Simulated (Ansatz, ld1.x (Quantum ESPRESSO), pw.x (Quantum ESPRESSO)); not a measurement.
# pw.x on bcc K: one setting changed

Potential: PAW, ld1.x (Quantum ESPRESSO) 7.5, PBE; core [Ne], reference 3s2 3p6 4s1 4p0; waves: 3s (bound): rcut 1.80, rcutus 2.45 bohr; 4s (bound): rcut 1.80, rcutus 2.45 bohr; 3p (bound): rcut 2.00, rcutus 2.25 bohr; 4p (bound, empty): rcut 2.00, rcutus 2.25 bohr; 3d channel at 0.25 Ry: rcut 1.90, rcutus 2.30 bohr; local part: all-electron potential smoothed inside 1.95 bohr (lloc = -2); core correction: Bessel-smoothed model core inside 1.20 bohr; augmentation: BESSEL, radius 1.50 bohr.

The reference run (k-mesh 9³, cutoffs 40/320 Ry, Fermi–Dirac 0.01 Ry, mixing_beta 0.4, conv_thr 1e-9, no spin) gives -0.04 GPa at 74.315 Å³/atom, where all-electron LAPW gives -0.01 GPa. This run, with its own iteration cap, changes degauss to 0.005.

```
&control
  calculation='scf', prefix='x', pseudo_dir='./', outdir='./tmp', tstress=.true., disk_io='none'
/
&system
  ibrav=0, nat=1, ntyp=1, ecutwfc=40, ecutrho=320, nbnd=12,
  occupations='smearing', smearing='fd', degauss=0.005
/
&electrons
  conv_thr=1e-09, mixing_beta=0.4, electron_maxstep=60
/
ATOMIC_SPECIES
K 1.0 K.UPF
CELL_PARAMETERS angstrom
  -2.64853366 2.64853366 2.64853366
  2.64853366 -2.64853366 2.64853366
  2.64853366 2.64853366 -2.64853366
ATOMIC_POSITIONS crystal
K 0.0000 0.0000 0.0000
K_POINTS automatic
9 9 9 0 0 0
```

```bash
pw.x < K.scf.in > K.scf.out
```

Question: How does the run end?

Answer: It converges in 9 iterations; the free energy moves by +16.4 meV/atom and the pressure by -0.02 GPa. In a metal, with Fermi–Dirac smearing, F lies below its zero-width value by a term in the square of the width.

```
Message from routine setup:
     using ibrav=0 with symmetry is DISCOURAGED, use correct ibrav instead
     lattice parameter (alat)  =       8.6689  a.u.
     unit-cell volume          =     501.5025 (a.u.)^3
     number of electrons       =         9.00
     number of Kohn-Sham states=           12
     kinetic-energy cutoff     =      40.0000  Ry
     charge density cutoff     =     320.0000  Ry
     scf convergence threshold =      1.0E-09
     Exchange-correlation= SLA  PW   PBX  PBC
     number of k points=    35  Fermi-Dirac smearing, width (Ry)=  0.0050
     iteration #  1     ecut=    40.00 Ry     beta= 0.40
     c_bands:  1 eigenvalues not converged
     total energy              =    -113.01255888 Ry
     estimated scf accuracy    <       0.00120291 Ry
     iteration #  2     ecut=    40.00 Ry     beta= 0.40
     total energy              =    -113.01255128 Ry
     estimated scf accuracy    <       0.00032074 Ry
     iteration #  3     ecut=    40.00 Ry     beta= 0.40
     total energy              =    -113.01258974 Ry
     estimated scf accuracy    <       0.00001631 Ry
     [... 3 iterations left out ...]
     iteration #  7     ecut=    40.00 Ry     beta= 0.40
     total energy              =    -113.01259242 Ry
     estimated scf accuracy    <          1.9E-09 Ry
     iteration #  8     ecut=    40.00 Ry     beta= 0.40
     total energy              =    -113.01259242 Ry
     estimated scf accuracy    <          1.2E-09 Ry
     iteration #  9     ecut=    40.00 Ry     beta= 0.40
     the Fermi energy is     1.6742 ev
!    total energy              =    -113.01259242 Ry
     estimated scf accuracy    <          3.0E-11 Ry
     smearing contrib. (-TS)   =      -0.00075135 Ry
     The total energy is F=E-TS. E is the sum of the following terms:
     one-electron contribution =     -36.10465786 Ry
     hartree contribution      =      20.94238561 Ry
     xc contribution           =      -9.59893661 Ry
     ewald contribution        =     -29.44832348 Ry
     one-center paw contrib.   =     -58.80230873 Ry
     convergence has been achieved in   9 iterations
          total   stress  (Ry/bohr**3)                   (kbar)     P=       -0.58
     Message from routine punch:
     Nothing written, as per user request (disk_io='none')
```

The run took about 12 s on one core of a shared host (Intel(R) Xeon(R) 6975P-C, 64 threads, 248 GiB, load 26).
